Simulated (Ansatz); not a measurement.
Mg₂H₂, relaxed as a singlet with RKS PBE-D4/def2-TZVP in Ansatz, starting from the GFN1-xTB geometry. Force threshold 0.02 eV/Å.

The structure comes from a short search, and lower isomers may exist.

Start:

```xyz
4

Mg    0.033    1.323    0.098
Mg    0.063   -1.323   -0.103
H    -0.084    3.042    0.227
H    -0.011   -3.042   -0.222
```

| step | energy (eV) | largest force component (eV/Å) | SCF passes |
| --- | --- | --- | --- |
| 1 | -10913.2020 | 0.886 | 21 |
| 2 | -10913.2903 | 0.278 | 24 |
| 3 (rejected) | -10913.2534 | 0.662 | 22 |
| 4 | -10913.3069 | 0.077 | 22 |
| 5 | -10913.3077 | 0.003 | 22 |

Force components are those of the run's own axes.

End:

Cartesian coordinates in Å:
```
Mg -0.015 1.439 0.107
Mg 0.019 -1.439 -0.107
H -0.039 3.168 0.235
H 0.036 -3.168 -0.235
```

By distances, no bond broke or formed. The bond that changes most is Mg1–Mg2, from 2.65 to 2.89 Å (atoms count from 1).

No frequencies were taken in this run, so the end may be a saddle point.

It took 2.2 s on 4 threads of Arm Neoverse V1 on a shared host.
